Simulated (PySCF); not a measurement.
NICS in rings of unrelated molecules.

NICS = −σ at a ghost point: NICS(0) at the centroid of the ring atoms, NICS(1) 1 Å to either side along the normal of their mean plane, zz for the tensor component along that normal. Level: GIAO PBE0/pcSseg-1 (PySCF, non-relativistic, gas phase) on the GFN2-xTB geometries, one conformer each. Atom numbers follow the mapped SMILES.

Problem. Order these rings by mean NICS(1)zz, lowest (most negative) first (ppm).
A. ring C2–C3–C4–C7–C8 in `[H]/[N:1]=[C:2]1/[CH2:3][C:4]([F:5])([F:6])[CH2:7][C:8]1([F:9])[F:10]`
B. ring C4–C5–C6 in `[OH:1][Si:2]([OH:3])([CH:4]1[CH2:5][CH2:6]1)[N:7]([SiH3:8])[SiH3:9]`
C. ring C2–C3–C4–P5–C7–C8 in `[SiH3:1][CH:2]1[CH:3]=[CH:4][P:5]([SiH3:6])[CH:7]=[CH:8]1`
D. ring C6–C7–C8–C9–C10–C11 in `[O:1]=[C:2]1[CH2:3][CH2:4][CH2:5][c:6]2[cH:7][cH:8][cH:9][cH:10][c:11]21`
E. ring C4–C5–C6–C7–C8–C9 in `[cH:1]1[cH:2][cH:3][c:4]2[cH:5][cH:6][cH:7][cH:8][c:9]2[cH:10]1`
F. ring C2–C3–C4–C5–P6 in `[CH3:1][C:2]1=[CH:3][CH2:4][CH2:5][P:6]1[N:7]([CH3:8])[CH3:9]`
G. ring C3–C4–C5–C6–C9–C11 in `[CH:1]#[C:2][c:3]1[cH:4][cH:5][c:6]([O:7][CH3:8])[c:9]([CH3:10])[cH:11]1`

Solution. E (-29.7), D (-26.4), G (-25.3), B (-24.2), F (-5.2), C (-1.3), A (0.4).

```csv
SMILES,ring,NICS(0),NICS(1),NICS(1)zz,HOMA,rms pucker (Å),ring atoms with four or more neighbours
c1ccc2ccccc2c1,6-membered carbocycle; formal bonds all aromatic,-8.9,-11.9,-29.7,0.86,0.00,0
O=C1CCCc2ccccc21,6-membered carbocycle; formal bonds all aromatic,-7.9,-11.0,-26.4,0.99,0.00,0
C#Cc1ccc(OC)c(C)c1,6-membered carbocycle; formal bonds all aromatic,-9.4,-10.9,-25.3,0.98,0.00,0
O[Si](O)(C1CC1)N([SiH3])[SiH3],3-membered carbocycle; formal bonds all single,-45.0,-8.6,-24.2,–,0.00,3
CC1=CCCP1N(C)C,"5-membered ring with P; formal bonds 1 double, 4 single",-3.2,-3.9,-5.2,–,0.01,2
[SiH3]C1C=CP([SiH3])C=C1,"6-membered ring with P; formal bonds 2 double, 4 single",-1.0,-2.1,-1.3,–,0.21,1
[H]/N=C1/CC(F)(F)CC1(F)F,5-membered carbocycle; formal bonds all single,0.3,-1.7,0.4,–,0.11,4
```

NICS(0) gives another order. The isotropic NICS(1) gives the same order. HOMA uses Krygowski's 1993 parameters; it is left out where a ring has a four-coordinate atom, a triple bond, no multiple bond or a kind of bond without parameters. NICS(1) and NICS(1)zz are means over the two faces.
